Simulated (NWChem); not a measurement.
Species: CH cation, singlet

```xyz
2

C      0.0000     0.0000    -0.1450
H      0.0000     0.0000     1.0022
```
Atoms are numbered in this order, from 1.

Level: PBE0/def2-SVP (NWChem), optimised geometry, unscaled harmonic frequencies. Low-valent species are run as closed-shell singlets; no triplet was tried in these runs.

| frequency (cm⁻¹) | IR intensity (km/mol) |
|---|---|
| 2868 | 6.1 |

| Quantity | Value |
|---|---|
| zero-point energy | 4.1 kcal/mol |
| thermal correction to the enthalpy at 298.15 K (with zero-point energy) | 6.2 kcal/mol |
| heat capacity Cv | 5.0 cal/(mol K) |
| entropy at 298.15 K and 1 atm (symmetry number 1) | 41.0 cal/(mol K) |

Rigid rotor and harmonic oscillator.
